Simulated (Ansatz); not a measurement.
`C[SiH2]O` + PH₃ → `C[SiH2]P` + H₂O at 600 K and 1 bar (ligand exchange at the Si–O bond).

Isolated molecules relaxed with PBE0-D4/def2-TZVP in Ansatz; ΔE leaves out vibrations. CBS: MP2 limit from def2 TZ/QZ plus the TZ coupled-cluster correction, frozen cores. This one scheme is used for every species. Each species was taken in one conformer, which may not be the lowest.

| species | CCSD(T)/CBS energy (Eh) | H − E (kJ/mol) | S (J/(mol·K)) |
| --- | --- | --- | --- |
| `C[SiH2]O` | -405.96945 | 226.2 | 370.0 |
| PH₃ | -342.72256 | 86.3 | 240.2 |
| `C[SiH2]P` | -672.28696 | 242.6 | 402.0 |
| H₂O | -76.37941 | 76.8 | 212.8 |

H − E and S are ideal-gas, rigid-rotor, harmonic terms from PBE0-D4/def2-TZVP, for one conformer and one mirror image of each species. 1 Eh = 2625.50 kJ/mol, R = 8.31446 J/(mol·K).

Q: By hand: ΔE, ΔH, ΔS and ΔG.

A: ΔE = (-672.28696) + (-76.37941) − (-405.96945) − (-342.72256) = 0.02564 Eh = 67.3 kJ/mol. Δ(H − E) = 242.6 + 76.8 − 226.2 − 86.3 = 6.9, so ΔH = 74.2 kJ/mol. ΔS = 402.0 + 212.8 − 370.0 − 240.2 = 4.6 J/(mol·K). ΔG = 74.2 − 600 × (4.6)/1000 = 71.4 kJ/mol.

Q: By hand: the equilibrium constant, and the temperature at which ΔG would vanish if ΔH and ΔS stayed fixed.

A: log₁₀ K = −ΔG/(RT ln 10) = -6.2. ΔG = 0 at ΔH/ΔS = 16130 K, far beyond where these terms or the molecules hold.

The number of gas molecules stays the same, so ΔS is small and ΔH decides. A doubt of 5 kJ/mol in ΔE shifts log₁₀ K by 0.4 here. Other conformers and mirror images would add mixing entropy, several J/(mol·K) or more a flexible species. These are equilibria of isolated gas molecules and say nothing of rates. Largest T1 diagnostic: 0.013 (customary marks: 0.02 for closed shells, 0.045 for open ones).
